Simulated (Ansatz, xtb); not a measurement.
# Relative energy of two isomers of C4H8S2

Structure I: `C[C@@H]1CSCS1`, a singlet. Structure II: `C1CSCSC1`, a singlet. Both are isolated molecules in the gas phase, relaxed with B3LYP-D3(BJ)/def2-SVP; each stands in its lowest conformer found.

I (Å):

```xyz
14

C    -0.7628   -0.9834   -0.2466
C     0.2793    0.0067   -0.7571
C     0.5302   -0.0862   -2.2637
C     2.7384   -1.1869   -1.2643
S     1.5415   -1.5746   -2.5866
S     1.9191   -0.2161    0.0761
H    -1.7508   -0.7636   -0.6869
H    -0.8531   -0.9277    0.8477
H    -0.4784   -2.0103   -0.5185
H    -0.0241    1.0379   -0.5119
H     1.0520    0.8096   -2.6330
H    -0.4106   -0.2027   -2.8237
H     3.1164   -2.1375   -0.8623
H     3.5819   -0.6002   -1.6571
```

II (Å):

```yaml
atoms:
  - { symbol: C, position_ang: [1.1651, -0.5054, 0.0716] }
  - { symbol: C, position_ang: [-0.1073, 0.1833, -0.4234] }
  - { symbol: C, position_ang: [-0.0037, -1.3062, -2.7458] }
  - { symbol: C, position_ang: [2.1332, -0.8918, -1.0472] }
  - { symbol: S, position_ang: [-1.1981, -0.8858, -1.4333] }
  - { symbol: S, position_ang: [1.4961, -2.1784, -2.1834] }
  - { symbol: H, position_ang: [1.6881, 0.1876, 0.7557] }
  - { symbol: H, position_ang: [0.8963, -1.4025, 0.6522] }
  - { symbol: H, position_ang: [0.1429, 1.0885, -1.0039] }
  - { symbol: H, position_ang: [-0.7323, 0.5015, 0.4243] }
  - { symbol: H, position_ang: [-0.5212, -1.9808, -3.4422] }
  - { symbol: H, position_ang: [0.2806, -0.3944, -3.2961] }
  - { symbol: H, position_ang: [3.0585, -1.3174, -0.6311] }
  - { symbol: H, position_ang: [2.4179, -0.0030, -1.6372] }
```

Task: Estimate which is lower in electronic energy at CCSD(T)/def2-SVP + ΔMP2/def2-TZVPP, and by roughly how much.

Result: The CCSD(T)/def2-SVP + ΔMP2/def2-TZVPP calculation puts structure I lower, by 1.02 kcal/mol.

Level by level:

```csv
level,geometry,E(II) − E(I) (kcal/mol),departure from the last row (kcal/mol),"job, with rough time for the two"
GFN2-xTB,GFN2-xTB,+0.08,−0.94,"optimisation, 0.15 s"
HF/STO-3G,GFN2-xTB,−0.25,−1.28,"single point, 0.36 s"
r2SCAN-D4/def2-SVP,GFN2-xTB,−0.10,−1.13,"single point, 3.8 s"
B3LYP-D3(BJ)/def2-SVP,B3LYP-D3(BJ)/def2-SVP,−0.52,−1.55,"optimisation, 50 s"
HF/def2-SVP,B3LYP-D3(BJ)/def2-SVP,−0.20,−1.23,part of the CCSD(T) run
MP2/def2-SVP,B3LYP-D3(BJ)/def2-SVP,+1.50,+0.47,part of the CCSD(T) run
CCSD(T)/def2-SVP,B3LYP-D3(BJ)/def2-SVP,+1.02,−0.01,single point
CCSD(T)/def2-SVP + ΔMP2/def2-TZVPP,B3LYP-D3(BJ)/def2-SVP,+1.02,,"single point, 46 s"
```

As drawn, both hold the same kinds of bond in the same numbers. Structure I has 1 methyl group, II 0. Structure I has a 5-membered ring, II a 6-membered ring.

B3LYP-D3(BJ)/def2-SVP puts the two in the other order. GFN2-xTB, HF/STO-3G, r2SCAN-D4/def2-SVP, HF/def2-SVP find them nearly level. The largest departure from CCSD(T)/def2-SVP + ΔMP2/def2-TZVPP is that of B3LYP-D3(BJ)/def2-SVP, 1.55 kcal/mol. The last row adds to CCSD(T) the change of the MP2 difference between the two basis sets, here +0.01 kcal/mol.

With thermal terms from frequencies at re-optimised GFN2-xTB minima (ideal gas, soft modes damped towards free rotors, one conformer each, 298.15 K, 1 atm): the zero-point term adds +0.50 kcal/mol; ΔH is +1.20 and ΔG +2.05 kcal/mol.

The correlated steps freeze 14 core orbitals. Mirror images aren't counted in ΔG. Programs: Ansatz 0.2.0, xtb 6.7.1; the last row on 4 threads of Arm Neoverse V1 on a shared host.
